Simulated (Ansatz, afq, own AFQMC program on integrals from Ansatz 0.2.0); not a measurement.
Integrals from Ansatz 0.2.0, then the random walk in our own AFQMC program (afq).

```yaml
crystal:
  periodic: [false, false, false]
  atoms:
    - {symbol: B, position_ang: [0.000000, 0.059110, 0.740549]}
    - {symbol: O, position_ang: [0.000000, -0.099827, -0.597826]}
    - {symbol: H, position_ang: [0.000000, 1.158248, 1.226704]}
    - {symbol: H, position_ang: [0.000000, -0.937399, 1.402080]}
    - {symbol: H, position_ang: [0.000000, 0.729726, -1.082284]}
basis:
  gaussian: {orbitals: cc-pVDZ}
magnetization: {spin_polarized: false}
correlation: {method: ccsd_t, electrons: outside_noble_gas, hamiltonian_folder: ham}
```

```sh
$ ansatz run in.yaml --threads 1 --pin off --events-out ev --progress --plain --max-ram 1382MiB
```

afq runs on the folder ham with

```
--method phaseless --trial hf --walkers 120 --populations 1 --least-time 40 --time-step 0.005 --steps-per-block 20 --equilibration-blocks 112 --max-blocks 600 --target-error 0.00126 --factor-cut 1e-05 --seed 4042 --taylor-order 6
```

Times are imaginary, in 1/Eh. The walk had a cap of 733 s.

Log:

```
orbitals 41  electrons 6 6  factors 322 of 388
reference energy -101.33294334 Eh
CCSD correlation -0.30105438 Eh in 9 cycles, weight of the determinant in the CISD state 0.9026
energy of the start -101.332943 Eh
 block  time / (1/Eh)  mean weight  energy / Eh
     1     0.100  1.0037  -101.430007
     2     0.200  1.0008  -101.487650
     3     0.300  1.0031  -101.520722
     4     0.400  1.0020  -101.557007
     5     0.500  1.0041  -101.573198
     8     0.800  1.0007  -101.564589
    18     1.800  1.0001  -101.628684
    69     6.900  0.9987  -101.623967
    86     8.600  0.9999  -101.588461
   120    12.000  0.9997  -101.647645
   171    17.100  0.9982  -101.621836
   222    22.200  1.0000  -101.625724
   273    27.300  1.0014  -101.630495
   324    32.400  0.9991  -101.620648
   375    37.500  0.9992  -101.616050
   426    42.600  0.9998  -101.631667
   477    47.700  0.9994  -101.632309
   528    52.800  1.0000  -101.647769
   562    56.200  0.9987  -101.676003
   579    57.900  0.9991  -101.632636
   630    63.000  0.9991  -101.651879
   681    68.100  1.0010  -101.616703
   698    69.800  0.9996  -101.633239
blocks merged  error / Eh  count
     1  0.000918  600
     2  0.001186  300
     4  0.001447  150
     8  0.001651  75
    16  0.001769  37
    32  0.002003  18
    64  0.002194  9
energy -101.639725 +/- 0.002003 Eh
(rows thinned)
```

The run passed its tests (sampling time, drift between the halves within three errors, error under three times the target), which doesn't prove that it has relaxed.

Against this walk (error 54.5 meV) on the same determinant: CCSD(T) 22.2 meV lower (within the noise), CCSDT(Q) 52.5 meV lower (within the noise), a separate phaseless walk with a CISD trial and standard settings 55.0 ± 55.5 meV lower (within the noise). The error is statistical and leaves out the bias of the constraint.

Cautions: constraint bias not in the error; error above the target (54.5 against 34.3 meV).

The walk took 2.2 min on 1 thread of Intel(R) Xeon(R) 6975P-C (Granite Rapids) (shared host). The log's last line is the phaseless energy.

CCSDT and higher add their correlation energy to the determinant of the CCSD(T) run, since their own runs factorise the integrals more tightly (a shift of under 2 meV). A walk keeps the symmetry of its determinant, which the program's search chose and which needn't be the lowest solution, so a lower state of the same spin and another symmetry isn't excluded.
